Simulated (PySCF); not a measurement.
Species: CH5P.
SMILES: `C=[PH3]`

Method used: EOM-EE-CCSD/aug-cc-pVDZ in PySCF, restricted Hartree–Fock reference, 6 core orbitals frozen, non-relativistic, gas phase, PBE0-D3(BJ)/def2-SVP geometry.

Problem. What does EOM-EE-CCSD give for the lowest vertical excitations?

Solution. 
```tsv
state	E (eV)	λ (nm)	main singles (HF orbitals, share of the singles part)
singlet 1	4.05	306	HOMO→LUMO 61 %, HOMO→LUMO+1 13 %, HOMO→LUMO+9 12 %
singlet 2	4.45	279	HOMO→LUMO+1 44 %, HOMO→LUMO 21 %, HOMO→LUMO+5 13 %
singlet 3	4.70	264	HOMO→LUMO+12 42 %, HOMO→LUMO+4 19 %, HOMO→LUMO+6 18 %
singlet 4	5.24	237	HOMO→LUMO+2 68 %, HOMO→LUMO+4 12 %, HOMO→LUMO+6 11 %
triplet 1	3.82	325	HOMO→LUMO+1 38 %, HOMO→LUMO+13 21 %, HOMO→LUMO+5 19 %
triplet 2	4.02	308	HOMO→LUMO 72 %, HOMO→LUMO+9 14 %
```

Problem. What is the vertical gap between the lowest excited singlet and the lowest triplet?

Solution. 4.05 − 3.82 = 0.23 eV (22 kJ/mol).

The first EOM-IP-CCSD ionisation energy is 7.46 eV, 2.22 eV above the highest singlet listed and 3.41 eV above the lowest.

T1 diagnostic 0.012. EOM-CCSD puts states of mainly double-excitation character too high. An iterative search for so few roots can pass over a low state.
